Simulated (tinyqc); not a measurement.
Inside a calculation. Method: G0W0 on RHF in the sto-3g basis, for H2O, spin multiplicity 1. One step of it, computed by the program tinyqc.

Problem. Screening: direct RPA. With D = e_a - e_i and K = (ia|jb): diagonalise D^(1/2) (D + 4K) D^(1/2) = Z w^2 Z^T; X + Y = D^(1/2) Z w^(-1/2), each column of Z with its largest component positive (the first on a tie); E_c = (sum w - tr (D + 2K)) / 2.

orbital energies (hartree): MO1 -20.258400, MO2 -1.259909, MO3 -0.579750, MO4 -0.469721, MO5 -0.395627, MO6 0.563493, MO7 0.687070

Two-electron integrals over orbitals (pq|rs), unique and non-zero (hartree):
```
p,q,r,s,(pq|rs)
1,1,1,1,4.745333
2,1,1,1,-0.418124
2,1,2,1,0.058552
2,2,1,1,1.006444
2,2,2,1,-0.013177
2,2,2,2,0.729223
3,1,1,1,0.029425
3,1,2,1,-0.003462
3,1,2,2,0.003140
3,1,3,1,0.011672
3,2,1,1,-0.014156
3,2,2,1,0.001717
3,2,2,2,0.010995
3,2,3,1,0.017832
3,2,3,2,0.139575
3,3,1,1,0.802516
3,3,2,1,-0.004767
3,3,2,2,0.642685
3,3,3,1,-0.000993
3,3,3,2,-0.003894
3,3,3,3,0.628178
4,1,1,1,0.187613
4,1,2,1,-0.023411
4,1,2,2,0.015580
4,1,3,1,0.002302
4,1,3,2,0.000106
4,1,3,3,0.006427
4,1,4,1,0.026719
4,2,1,1,-0.141440
4,2,2,1,0.009223
4,2,2,2,-0.003613
4,2,3,1,-0.000086
4,2,3,2,0.001824
4,2,3,3,0.003567
4,2,4,1,0.017209
4,2,4,2,0.124343
4,3,1,1,0.030276
4,3,2,1,-0.001269
4,3,2,2,0.009924
4,3,3,1,-0.003787
4,3,3,2,0.018846
4,3,3,3,0.007492
4,3,4,1,-0.001642
4,3,4,2,-0.014622
4,3,4,3,0.052327
4,4,1,1,0.964789
4,4,2,1,-0.012763
4,4,2,2,0.663352
4,4,3,1,-0.000027
4,4,3,2,-0.013119
4,4,3,3,0.591438
4,4,4,1,-0.009808
4,4,4,2,-0.098046
4,4,4,3,0.013936
4,4,4,4,0.743427
5,1,5,1,0.026015
5,2,5,1,0.032522
5,2,5,2,0.145080
5,3,5,1,-0.002208
5,3,5,2,-0.007525
5,3,5,3,0.029268
5,4,5,1,-0.013678
5,4,5,2,-0.048386
5,4,5,3,0.004468
5,4,5,4,0.054283
5,5,1,1,1.115344
5,5,2,1,-0.011756
5,5,2,2,0.748042
5,5,3,1,0.000820
5,5,3,2,-0.007095
5,5,3,3,0.628056
5,5,4,1,0.005265
5,5,4,2,-0.075980
5,5,4,3,0.017024
5,5,4,4,0.709842
5,5,5,5,0.880159
6,1,1,1,0.199630
6,1,2,1,-0.030233
6,1,2,2,0.000251
6,1,3,1,0.006250
6,1,3,2,0.006255
6,1,3,3,-0.001299
6,1,4,1,-0.001114
6,1,4,2,-0.020035
6,1,4,3,0.000464
6,1,4,4,0.017466
6,1,5,5,0.005263
6,1,6,1,0.028017
6,2,1,1,-0.267423
6,2,2,1,0.005509
6,2,2,2,-0.128576
6,2,3,1,0.003592
6,2,3,2,0.018391
6,2,3,3,-0.074403
6,2,4,1,-0.017862
6,2,4,2,-0.024175
6,2,4,3,-0.012650
6,2,4,4,-0.064584
6,2,5,5,-0.139029
6,2,6,1,0.010742
6,2,6,2,0.094053
6,3,1,1,0.127471
6,3,2,1,-0.002698
6,3,2,2,0.054585
6,3,3,1,-0.003535
6,3,3,2,0.024257
6,3,3,3,0.037143
6,3,4,1,0.000648
6,3,4,2,-0.027473
6,3,4,3,0.030930
6,3,4,4,0.043688
6,3,5,5,0.069586
6,3,6,1,0.000200
6,3,6,2,-0.034332
6,3,6,3,0.074876
6,4,1,1,-0.238225
6,4,2,1,0.002958
6,4,2,2,-0.104279
6,4,3,1,-0.003379
6,4,3,2,-0.026263
6,4,3,3,-0.047117
6,4,4,1,-0.000062
6,4,4,2,0.049068
6,4,4,3,-0.014999
6,4,4,4,-0.124169
6,4,5,5,-0.129051
6,4,6,1,-0.003800
6,4,6,2,0.049192
6,4,6,3,-0.049910
6,4,6,4,0.091775
6,5,5,1,-0.013188
6,5,5,2,-0.050237
6,5,5,3,0.010503
6,5,5,4,-0.001828
6,5,6,5,0.035085
6,6,1,1,0.815407
6,6,2,1,-0.007466
6,6,2,2,0.611301
6,6,3,1,-0.003879
6,6,3,2,-0.056966
6,6,3,3,0.573125
6,6,4,1,0.018109
6,6,4,2,0.046733
6,6,4,3,-0.034999
6,6,4,4,0.565347
6,6,5,5,0.594785
6,6,6,1,-0.009734
6,6,6,2,-0.087630
6,6,6,3,-0.016967
6,6,6,4,-0.027098
6,6,6,6,0.642329
7,1,1,1,0.091538
7,1,2,1,-0.014320
7,1,2,2,-0.001293
7,1,3,1,-0.013420
7,1,3,2,-0.021232
7,1,3,3,0.001997
7,1,4,1,0.001387
7,1,4,2,-0.006319
7,1,4,3,0.005537
7,1,4,4,0.006534
7,1,5,5,0.002341
7,1,6,1,0.004352
7,1,6,2,-0.003100
7,1,6,3,0.004748
7,1,6,4,0.003059
7,1,6,6,0.004073
7,1,7,1,0.021891
7,2,1,1,-0.127964
7,2,2,1,0.002397
7,2,2,2,-0.059923
7,2,3,1,-0.013631
7,2,3,2,-0.037199
7,2,3,3,-0.024525
7,2,4,1,-0.005966
7,2,4,2,0.000348
7,2,4,3,0.032636
7,2,4,4,-0.039613
7,2,5,5,-0.065102
7,2,6,1,-0.003258
7,2,6,2,0.015800
7,2,6,3,0.019621
7,2,6,4,0.026840
7,2,6,6,-0.044970
7,2,7,1,0.016092
7,2,7,2,0.070481
7,3,1,1,-0.335658
7,3,2,1,0.006849
7,3,2,2,-0.126829
7,3,3,1,-0.000326
7,3,3,2,0.025869
7,3,3,3,-0.083790
7,3,4,1,0.000909
7,3,4,2,0.076510
7,3,4,3,-0.001828
7,3,4,4,-0.139323
7,3,5,5,-0.176921
7,3,6,1,-0.006111
7,3,6,2,0.057935
7,3,6,3,-0.028474
7,3,6,4,0.073824
7,3,6,6,-0.057949
7,3,7,1,-0.002463
7,3,7,2,0.040526
7,3,7,3,0.146563
7,4,1,1,-0.056151
7,4,2,1,0.000738
7,4,2,2,-0.018604
7,4,3,1,0.009063
7,4,3,2,0.072964
7,4,3,3,-0.014851
7,4,4,1,-0.001134
7,4,4,2,0.004228
7,4,4,3,-0.000452
7,4,4,4,-0.033291
7,4,5,5,-0.029162
7,4,6,1,0.004359
7,4,6,2,0.021869
7,4,6,3,0.029147
7,4,6,4,-0.006550
7,4,6,6,-0.048866
7,4,7,1,-0.011052
7,4,7,2,-0.006513
7,4,7,3,0.037697
7,4,7,4,0.066004
7,5,5,1,-0.006015
7,5,5,2,-0.023113
7,5,5,3,-0.020921
7,5,5,4,0.002471
7,5,6,5,0.005000
7,5,7,5,0.025916
7,6,1,1,-0.002951
7,6,2,1,0.000526
7,6,2,2,0.008801
7,6,3,1,0.006326
7,6,3,2,0.066702
7,6,3,3,-0.008700
7,6,4,1,0.005310
7,6,4,2,0.018414
7,6,4,3,0.036569
7,6,4,4,-0.018204
7,6,5,5,-0.003240
7,6,6,1,-0.001665
7,6,6,2,-0.013758
7,6,6,3,0.033419
7,6,6,4,-0.022038
7,6,6,6,-0.043901
7,6,7,1,-0.008555
7,6,7,2,0.005367
7,6,7,3,0.030433
7,6,7,4,0.036324
7,6,7,6,0.067556
7,7,1,1,0.844676
7,7,2,1,-0.008407
7,7,2,2,0.624275
7,7,3,1,0.007223
7,7,3,2,0.066249
7,7,3,3,0.600994
7,7,4,1,0.006364
7,7,4,2,-0.005898
7,7,4,3,0.037188
7,7,4,4,0.582238
7,7,5,5,0.613570
7,7,6,1,0.004753
7,7,6,2,-0.064231
7,7,6,3,0.065537
7,7,6,4,-0.062334
7,7,6,6,0.523647
7,7,7,1,-0.006498
7,7,7,2,-0.022297
7,7,7,3,-0.055431
7,7,7,4,0.029626
7,7,7,6,0.046143
7,7,7,7,0.653835
```

Give: D^(1/2) (D + 4K) D^(1/2); excitation energies w; X + Y; RPA correlation energy.

Solution.

D^(1/2) (D + 4K) D^(1/2) (hartree^2), lower triangle:
```
,1>6,1>7,2>6,2>7,3>6,3>7,4>6,4>7,5>6,5>7
1>6,435.885
1>7,0.364,440.547
2>6,0.265,-0.077,4.011
2>7,-0.083,0.411,0.119,4.340
3>6,0.004,0.093,-0.198,0.117,1.649
3>7,-0.126,-0.051,0.352,0.255,-0.137,2.348
4>6,-0.070,0.057,0.270,0.152,-0.217,0.338,1.447
4>7,0.086,-0.218,0.127,-0.039,0.134,0.183,-0.029,1.644
5>6,0.000,0.000,0.000,0.000,0.000,0.000,0.000,0.000,1.055
5>7,0.000,0.000,0.000,0.000,0.000,0.000,0.000,0.000,0.020,1.284
```

excitation energies w (hartree): 1.026  1.119  1.134  1.202  1.355  1.540  2.015  2.115  20.877  20.990

X + Y:
```
,1,2,3,4,5,6,7,8,9,10
1>6,0.000,0.000,0.000,-0.001,-0.001,0.002,-0.002,0.000,0.996,0.077
1>7,0.000,-0.001,0.000,0.002,0.001,0.001,0.002,-0.002,-0.077,0.996
2>6,0.000,-0.040,0.000,-0.076,0.048,-0.283,0.812,0.413,0.000,0.000
2>7,0.000,-0.053,0.000,0.067,-0.021,-0.121,-0.473,0.832,0.000,0.000
3>6,0.000,0.403,0.000,-0.572,0.621,-0.147,-0.080,-0.009,0.000,0.000
3>7,0.000,-0.224,0.000,-0.298,0.118,0.811,0.107,0.152,0.000,0.000
4>6,0.000,0.856,0.000,0.155,-0.260,0.220,0.062,0.074,0.000,0.000
4>7,0.000,0.034,0.000,0.720,0.611,0.124,0.042,0.014,0.000,0.000
5>6,0.963,0.000,0.081,0.000,0.000,0.000,0.000,0.000,0.000,0.000
5>7,-0.090,0.000,0.973,0.000,0.000,0.000,0.000,0.000,0.000,0.000
```

RPA correlation energy = -0.05808 hartree
